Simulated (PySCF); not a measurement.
Match the calculated data to a structure.

All candidates are C5H12P (charge +1).

- 13C NMR: chemical shifts (computed TMS as zero) by class: 141.5 (1 C), 126.6 (1 C), 32.4 (1 C), 5.6 (2 C) ppm [GIAO PBE0/pcSseg-1]
- NMR, other nuclei: isotropic shieldings of nuclei other than C and H, by class: 339 (1 P) ppm [GIAO PBE0/pcSseg-1]
- UV, first state: lowest singlet excitation: 7.22 eV (172 nm, f = 0.328) [TDDFT CAM-B3LYP/def2-SVPD]
- Triplet: lowest triplet excitation (Tamm–Dancoff): 4.42 eV [TDA CAM-B3LYP/def2-SVPD]
- 1H NMR: chemical shifts (computed TMS as zero) by class: 6.48 (1 H), 6.35 (1 H), 5.74 (1 H), 5.45 (1 H), 3.19 (2 H), 2.07 (6 H) ppm [GIAO PBE0/pcSseg-1]
- Polarisability: 78.2 au [CAM-B3LYP/def2-SVPD]
- Rotational structure: rotational constants A, B, C: 5.195, 1.627, 1.375 GHz [GFN2-xTB]

The electronic properties come from PySCF, for the isolated species, density fitting. Levels stand in brackets. Geometry: GFN2-xTB, one conformer, isolated ion. NMR values are class means; diastereotopic atoms form classes of their own.

**Question.** Which candidate is it?
A. `CC[C@@H]1C[P@H+]1C`
B. `C[PH+](C)C1CC1`
C. `C=CC[PH+](C)C`

**Answer.** C. It is `C=CC[PH+](C)C`. Numbering: `[CH2:1]=[CH:2][CH2:3][PH+:4]([CH3:5])[CH3:6]`. 5 carbons fall into 4 classes; from least to most shielded: terminal =CH2 carbon [C1] (141.5 ppm), alkene CH carbon [C2] (126.6 ppm), sp3 carbon bound to phosphorus [C3] (32.4 ppm), sp3 carbon bound to phosphorus [C5/C6] (5.6 ppm, 2 C, up to 2.5 ppm apart in this geometry). Hydrogen classes from least to most shielded: 1 H on a terminal =CH2 carbon, C1 (6.48 ppm), 1 H on a terminal =CH2 carbon, C1 (6.35 ppm), 1 H on an alkene CH carbon, C2 (5.74 ppm), 1 H on a phosphonium phosphorus, P4 (5.45 ppm), 2 H on an sp3 carbon bound to phosphorus, C3 (3.19 ppm, a mean of values up to 0.6 ppm apart in this geometry), 6 H on 2 like atoms (sp3 carbon bound to phosphorus), C5/C6 (2.07 ppm, a mean of values up to 0.7 ppm apart in this geometry). The other shieldings belong to: 339 ppm, phosphonium phosphorus [P4]. S1 is mainly HOMO→LUMO (weight 0.95); the largest Löwdin shares of the orbital it empties are 0.38 on the alkene CH carbon, 0.37 on the terminal =CH2 carbon and 0.07 on an sp3 carbon bound to phosphorus, of the orbital it fills 0.22 on the terminal =CH2 carbon, 0.20 on the alkene CH carbon, 0.15 on the phosphonium phosphorus and 0.08 on an sp3 carbon bound to phosphorus. The optimised geometry has point group C1 and is an asymmetric top.

The others, at the same levels:
- `C[PH+](C)C1CC1` fails: it has 3 carbon classes against 4; its computed 13C shifts are 8.5 (2 C), 8.3 (2 C), 5.4 (1 C) ppm, 1H shifts are 4.71 (1 H), 2.17 (6 H), 1.82 (2 H), 1.20 (1 H), 1.01 (2 H) ppm and rotational constant A is 4.568 GHz (against 5.195 GHz).
- `CC[C@@H]1C[P@H+]1C` fails: it has 5 carbon classes against 4; its computed 13C shifts are 39.6 (1 C), 29.5 (1 C), 18.5 (1 C), 15.4 (1 C), 3.6 (1 C) ppm, 1H shifts are 3.86 (1 H), 3.07 (1 H), 2.89 (1 H), 2.47 (1 H), 2.33 (1 H), 2.31 (3 H), 1.52 (3 H), 0.95 (1 H) ppm and lowest singlet excitation is 7.47 eV (166 nm, f = 0.087) (against 7.22 eV).

Each candidate is one conformer, not necessarily the lowest. The conformers computed, where there is a choice (atom-mapped SMILES and torsion angles):
- `[CH2:1]=[CH:2][CH2:3][PH+:4]([CH3:5])[CH3:6]`: C1–C2–C3–P4 116°, C2–C3–P4–C5 173°
- `[CH3:1][PH+:2]([CH3:3])[CH:4]1[CH2:5][CH2:6]1`: C1–P2–C4–C5 152°
- `[CH3:1][CH2:2][C@@H:3]1[CH2:4][P@H+:5]1[CH3:6]`: C1–C2–C3–C4 154°
